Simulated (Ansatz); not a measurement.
# One shape, several levels: CH3B (SMILES B[CH])

We compute a comparison of 6 runs (UHF/STO-3G, U-wB97M-V/STO-3G, U-wB97X/STO-3G, UB2PLYP/STO-3G, UBHLYP/STO-3G, UCCSDT/STO-3G) of CH3B. 

The results are computed with Ansatz 0.2.0.

49 further runs of the same task are left out: 3 that didn't finish, 46 set aside as unsound or not needed.

### Step 1. The molecule

CH3B: 5 atoms, total charge 0, spin state triplet. SMILES: `B[CH]`. The C2–B1 distance was set to 1.828 Å, away from the relaxed value.

Bond lengths: B1–C2 1.828 Å, B1–H3 1.182 Å, B1–H4 1.174 Å, C2–H5 1.068 Å. Angles: B1–C2–H5 150.8°, C2–B1–H3 120.4°, C2–B1–H4 121.9°, H3–B1–H4 117.7°.

### Step 2. The energy at UHF/STO-3G (run 1)

molecule.yaml

```yaml
crystal:
  periodic: [false, false, false]
  atoms:
    - {symbol: B, position_ang: [-0.567474, -0.696673, -0.053705]}
    - {symbol: C, position_ang: [0.507540, 0.779550, -0.141970]}
    - {symbol: H, position_ang: [-0.523574, -1.413523, 0.884475]}
    - {symbol: H, position_ang: [-1.319644, -0.968013, -0.913715]}
    - {symbol: H, position_ang: [1.258080, 1.412850, 0.277880]}
basis:
  gaussian:
    orbitals: STO-3G
magnetization:
  spin_polarized: true
  initial_magnetization: 2
hamiltonian:
  xc: hf
accuracy: high
```

Launch:

```
$ ansatz run molecule.yaml --threads 1 --pin off --max-ram 2610MiB --events-out events.jsonl --progress --plain --runs-dir runs
```

The log of the run:

```text
Warning: RAYON_NUM_THREADS=1 ignored (pool sized by the plan → 1); use --threads N
Functional definition: HF
  name "HF"
  exchange = exact_x
  correlation = 0
206 factors; integrals over basis functions are off by at most 8.4e-9 eV
mean field evaluation 1: about -1722.3613 eV, gradient 9.9e0 eV
mean field evaluation 2: about -1722.3745 eV, gradient 9.9e0 eV
mean field evaluation 4: about -1723.7791 eV, gradient 1.8e0 eV
mean field evaluation 8: about -1723.8765 eV, gradient 3.4e-4 eV
mean field -1723.87438820 eV, -63.3512152822 hartree, gradient 2.7e-8 eV, S^2 2.044218; 0 other end points of the search recorded, 0 dependent functions left out
reference -1723.87438820 eV, -63.3512152822 hartree; 8, 6 occupied and 5, 7 virtual orbitals, 206 factors
Total energy: -1723.87438820 eV, -63.3512152822 hartree
```

It took 0.08 s on 1 thread of Arm Neoverse V1, shared host.

### Step 3. A single-point energy at U-wB97M-V/STO-3G (run 2)

run.yaml

```yaml
crystal:
  periodic: [false, false, false]
  atoms:
    - {symbol: B, position_ang: [-0.567474, -0.696673, -0.053705]}
    - {symbol: C, position_ang: [0.507540, 0.779550, -0.141970]}
    - {symbol: H, position_ang: [-0.523574, -1.413523, 0.884475]}
    - {symbol: H, position_ang: [-1.319644, -0.968013, -0.913715]}
    - {symbol: H, position_ang: [1.258080, 1.412850, 0.277880]}
basis:
  gaussian: {orbitals: STO-3G}
hamiltonian: {xc: {name: wB97M-V}}
accuracy: high
magnetization: {spin_polarized: true, initial_magnetization: 2}
```

Launch:

```
$ ansatz run run.yaml --threads 1 --pin off --max-ram 2610MiB --events-out events.jsonl --progress --plain --runs-dir runs
```

The log of the run (excerpt; [...] marks lines left out):

```text
Warning: RAYON_NUM_THREADS=1 ignored (pool sized by the plan → 1); use --threads N
Functional definition: wB97M-V
  name "wB97M-V"
[...]
  gx(w, u) = 1 - cx + cx01*u + cx10*w
  gss(w, u) = css00 + css04*u^4 + css10*w + css20*w^2 + css43*w^4*u^3
  gos(w, u) = cos00 + cos10*w + (cos20 + cos21*u)*w^2 + (cos60 + cos61*u)*w^6
[...]
      + integral(e_c_pw_mod_opposite_spin*gos(b97_w_opposite, b97_u_opposite)) + vv10(b, c)
206 factors; integrals over basis functions are off by at most 8.4e-9 eV
127 factors; integrals over basis functions are off by at most 1.1e-9 eV
[...]
mean field -1734.11966258 eV, -63.7277221712 hartree, gradient 3.6e-8 eV, S^2 2.008051; 0 other end points of the search recorded, 0 dependent functions left out
reference -1734.11966488 eV, -63.7277222559 hartree; 8, 6 occupied and 5, 7 virtual orbitals, 206 factors
Total energy: -1734.11966488 eV, -63.7277222559 hartree
```

It took 15 s on 1 thread of Arm Neoverse V1, shared host; peak memory 0.39 GiB.

Run 3 isn't shown in full; the table further down has it.

### Step 4. The energy at UB2PLYP/STO-3G (run 4)

input.yaml

```yaml
crystal:
  periodic: [false, false, false]
  atoms:
    - symbol: B
      position_ang: [-0.567474, -0.696673, -0.053705]
    - symbol: C
      position_ang: [0.507540, 0.779550, -0.141970]
    - symbol: H
      position_ang: [-0.523574, -1.413523, 0.884475]
    - symbol: H
      position_ang: [-1.319644, -0.968013, -0.913715]
    - symbol: H
      position_ang: [1.258080, 1.412850, 0.277880]
basis:
  gaussian:
    orbitals: STO-3G
total_charge: 0
magnetization:
  spin_polarized: true
  initial_magnetization: 2
hamiltonian:
  xc: {name: B2PLYP}
correlation:
  frozen_orbitals: {B: 1, C: 1, H: 0}
accuracy: high
```

Launch:

```
$ ansatz run input.yaml --threads 1 --pin off --max-ram 2610MiB --events-out events.jsonl --progress --plain --runs-dir runs
```

The log of the run (excerpt; [...] marks lines left out):

```text
Warning: RAYON_NUM_THREADS=1 ignored (pool sized by the plan → 1); use --threads N
Functional definition: B2PLYP
  name "B2PLYP"
[...]
206 factors; integrals over basis functions are off by at most 8.4e-9 eV
[...]
mean field -1731.15027427 eV, -63.6185991635 hartree, gradient 1.8e-8 eV, S^2 2.015836; 0 other end points of the search recorded, 0 dependent functions left out
2 core orbitals not correlated: weight in the atoms' cores, before any rotation towards them, 1.000 or more for the frozen orbitals, at most 0.000 for the correlated occupied ones
reference -1731.15029055 eV, -63.6185997619 hartree; 6, 4 occupied and 5, 7 virtual orbitals, 206 factors
second order -2.16206069 eV of doubles, -0.00000000 eV of singles
Total energy: -1731.73404694 eV, -63.6400524134 hartree
```

It took 1.4 s on 1 thread of Arm Neoverse V1, shared host; peak memory 0.11 GiB.

Run 5 isn't shown in full; the table further down has it.

### Step 5. The energy at UCCSDT/STO-3G (run 6)

in.yaml

```yaml
basis:
  gaussian: {orbitals: STO-3G}
crystal:
  periodic: [false, false, false]
  atoms:
    - {symbol: B, position_ang: [-0.567474, -0.696673, -0.053705]}
    - {symbol: C, position_ang: [0.507540, 0.779550, -0.141970]}
    - {symbol: H, position_ang: [-0.523574, -1.413523, 0.884475]}
    - {symbol: H, position_ang: [-1.319644, -0.968013, -0.913715]}
    - {symbol: H, position_ang: [1.258080, 1.412850, 0.277880]}
scf: {omitted_lower_state_checks: [cluster_reference, increment]}
correlation: {method: ccsdt, frozen_orbitals: {B: 1, C: 1, H: 0}}
magnetization: {spin_polarized: true, initial_magnetization: 2}
accuracy: high
```

Launch:

```
$ ansatz run in.yaml --threads 1 --pin off --max-ram 2610MiB --events-out events.jsonl --progress --plain --runs-dir runs
```

The log of the run:

```text
Warning: RAYON_NUM_THREADS=1 ignored (pool sized by the plan → 1); use --threads N
[... 11 lines left out ...]
2 core orbitals not correlated: weight in the atoms' cores, before any rotation towards them, 1.000 or more for the frozen orbitals, at most 0.000 for the correlated occupied ones
[... 29 lines left out ...]
Total energy: -1726.26758827 eV, -63.4391637628 hartree
Checks for a lower state left out: cluster_reference, increment
```

It took 0.46 s on 1 thread of Arm Neoverse V1, shared host.

### Step 6. All runs side by side

```
run             level  frozen core orbitals  energy (Eh)   ⟨S²⟩  wall time
  1        UHF/STO-3G                     –   -63.351215  2.044     0.08 s
  2  U-wB97M-V/STO-3G                     –   -63.727722  2.008       15 s
  3    U-wB97X/STO-3G                     –   -63.742914  2.011      6.3 s
  4    UB2PLYP/STO-3G                     2   -63.640052  2.016      1.4 s
  5     UBHLYP/STO-3G                     –   -63.723238  2.012      1.1 s
  6     UCCSDT/STO-3G                     2   -63.439164  2.044     0.46 s
```

### Step 7. What came out

```
                                          quantity         value
                               run 6: total energy  -63.43916 Eh
run 6: correlation energy (2 core orbitals frozen)     -87.9 mEh
          run 6: ⟨S²⟩ of the reference determinant         2.044
                              run 6: T1 diagnostic         0.023
```

Totals of different functionals can't be ranked against each other. In runs 1, 2, 3, 4, 5, 6 the basis is minimal, so the values are rough. All runs together took 24 s, the longest 15 s.
